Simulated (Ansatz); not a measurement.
# S3: geometry and frequencies at several levels

An exercise on one series of results from a longer session: the logs are not shown, and one member is left open.

Method: the levels named in each step, in Ansatz 0.2.0.

## The starting structure

Bond lengths: S1–S2 1.930 Å, S2–S3 1.929 Å. Angles: S1–S2–S3 115.9°.

Coordinates:

```xyz
3

S    -1.5765   -0.5539   -0.0035
S    -0.0899    0.6763   -0.0028
S     1.6665   -0.1224    0.0064
```

The first run:

input.yaml reads:

```yaml
crystal:
  periodic: [false, false, false]
  atoms:
    - { symbol: S, position_ang: [-1.57649, -0.55389, -0.00354] }
    - { symbol: S, position_ang: [-0.0899, 0.67634, -0.00282] }
    - { symbol: S, position_ang: [1.66646, -0.12244, 0.00637] }
basis:
  gaussian: { orbitals: def2-SVP }
hamiltonian:
  xc: pbe
  dispersion: d4
relax:
  f_tol: 0.03
  max_steps: 200
```

Run with:

```bash
ansatz run input.yaml --threads 2 --pin off --max-ram 5120MiB --backend cpu --events-out ev --progress --plain --runs-dir out
```

Among the steps run: A rough first relaxation, PBE-D4/def2-SVP; Relaxation, PBE0-D4/def2-TZVPP; Frequencies, PBE0-D4/def2-TZVPP; Relaxation, PBE-D4/def2-TZVPP; Frequencies, PBE-D4/def2-TZVPP; Relaxation, r2SCAN-D4/def2-TZVPP; Frequencies, r2SCAN-D4/def2-TZVPP; Relaxation, B3LYP-D4/def2-TZVPP; Frequencies, B3LYP-D4/def2-TZVPP; Relaxation, B2PLYP/def2-TZVPP.

One table of the session follows, with a row left open; its other results are not shown here.

| level | S1–S2 (Å) | S2–S3 (Å) | dipole (D) | highest frequency (cm⁻¹) |
| --- | --- | --- | --- | --- |
| PBE0-D4/def2-TZVPP | 1.9043 | 1.9043 | 0.50 | 730 |
| PBE-D4/def2-TZVPP | 1.9333 | 1.9333 | 0.47 | 669 |
| r2SCAN-D4/def2-TZVPP | 1.9179 | 1.9179 | 0.49 | 696 |
| B3LYP-D4/def2-TZVPP | ? | ? | ? | ? |
| B2PLYP/def2-TZVPP | 1.9260 | 1.9260 | 0.48 | - |

Estimate the missing values for B3LYP-D4/def2-TZVPP.

As computed: S1–S2 (Å): 1.9224; S2–S3 (Å): 1.9224; dipole (D): 0.54; highest frequency (cm⁻¹): 687. In the column «S1–S2 (Å)» it lies between r2SCAN-D4/def2-TZVPP (1.9179) and B2PLYP/def2-TZVPP (1.9260).
